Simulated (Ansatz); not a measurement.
Z-matrix (Å, degrees):
```
P
O 1 1.465
O 1 1.465 2 134.7
```

Total charge 0; spin multiplicity 2.

(1) List the PBE/def2-TZVPP orbital energies in eV (the Gaussian-basis code of Ansatz). (Estimate.)

## Answers

(1) Computed: α occupied: -2079.17, -511.70, -511.70, -174.28, -125.81, -125.74, -125.66, -26.92, -25.68, -13.91, -11.31, -10.93, -10.91, -9.10, -8.86, -7.34. α empty: -3.28, -0.43, 1.64, 4.59, 4.74, 5.32, 5.85, 6.37. β occupied: -2079.13, -511.54, -511.54, -174.22, -125.75, -125.61, -125.61, -26.54, -25.29, -13.32, -10.79, -10.72, -10.51, -8.99, -8.60. β empty: -6.03, -2.65, 0.00, 2.00, 4.98, 5.20, 5.56, 6.52. ⟨S²⟩ = 0.753.
